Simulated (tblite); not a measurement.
Compound: C₂H₄F₂S (charge +1 and doublet state).
SMILES with atom numbers: `[F:1][CH2:2][S+:3][CH2:4][F:5]` (hydrogens: H6, H7 on C2; H8, H9 on C4)

A start from a force field or distance geometry was refined with GFN2-xTB geometry optimisation, gas phase in tblite. Values at the start:

| coordinate | start |
| --- | --- |
| F1–C2 | 1.385 Å |
| C2–S3 | 1.776 Å |
| C2–H6 | 1.120 Å |
| F1–C2–S3 | 111.5° |
| C2–S3–C4 | 114.8° |
| S3–C4–F5 | 112.6° |

Problem. How do these coordinates change at the GFN2-xTB level?

Solution. 
```tsv
coordinate	GFN2-xTB (Å or °)	change
F1–C2	1.330	-0.055
C2–S3	1.825	+0.049
C2–H6	1.103	-0.017
C2–S3–C4	99.7	-15.1
F1–C2–S3	108.8	-2.7
S3–C4–F5	111.0	-1.6
```

The energy falls by 0.750 eV over 79 L-BFGS steps, the largest force on an atom goes from 2.09 to 0.009 eV/Å, and the atoms move by 1.174 Å rms after alignment. The bond that changes most is F1–C2 (ends: fluorine bonded to C; carbon bonded to F, S and 2 H), which shortens by 0.055 Å. Bonds longer at the end by more than 0.005 Å: 2 of 8; shorter: 6. Among the dihedrals that turn most is C2–S3–C4–F5, from 88° to 0°. Rotational constants go from 7267, 2139, 1822 to 7833, 2413, 1890 MHz.

Time: 0.31 s wall. Hardware: one thread of an Arm Neoverse V1, on a shared host.

Its GFN2-xTB frequencies are all real (lowest 88 cm⁻¹). 2 starts were optimised and ended at 0.00 and 1.08 kcal/mol (GFN2-xTB); the lowest of these is shown.

One conformer stands for the species.

All values are computed, not measured.
